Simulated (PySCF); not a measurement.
Relativity neglected, a single conformation, one averaged value for each set of equivalent atoms, in vacuum. PBE0/pcSseg-1 with gauge-including orbitals; GFN2-xTB geometry; PySCF.

References, each an isolated molecule treated in the same way: TMS for 1H (σref 31.72) and 13C (σref 186.93). Shifts are as computed. Against solution values, carbons near 30 ppm lie about +3 ppm off and those near 130 ppm about +5 ppm. Of 1211 compounds with measured shifts, 218 miss one by over three times the rms of a fit or turn the order of signals round; such compounds aren't used in these exercises. OH and NH positions are gas-phase values without hydrogen bonding to other molecules.

**Question.** Order these molecules by the shift of their most shielded carbon, lowest δ first.
A. C#CC
B. C=C=C
C. Cc1nn[nH]c1C

**Answer.** A (4.3 ppm, propargylic methyl carbon), C (9.3 ppm, methyl carbon on an aromatic ring), B (77.4 ppm, terminal carbon of a cumulated C=C=C unit).

**Question.** Order these molecules by the shift of their most deshielded carbon, lowest δ first.
A. CC#Cc1ncno1
B. C#CC
C. C=C=C
D. Cc1nn[nH]c1C

**Answer.** B (84.3 ppm, alkyne carbon), D (142.1 ppm, substituted aromatic carbon next to a ring nitrogen), A (169.0 ppm, substituted aromatic carbon next to the ring oxygen), C (224.9 ppm, central carbon of an allene).

**Question.** How many 13C and 1H signals does each give (equivalence by symmetry and fast rotation, but not about amide C–N or C=N bonds)? `Cc1nn[nH]c1C`, `C#CC`, `C=C=C`, `CC#Cc1ncno1`

**Answer.** Cc1nn[nH]c1C: 4 C, 3 H; C#CC: 3 C, 2 H; C=C=C: 2 C, 1 H; CC#Cc1ncno1: 5 C, 2 H.
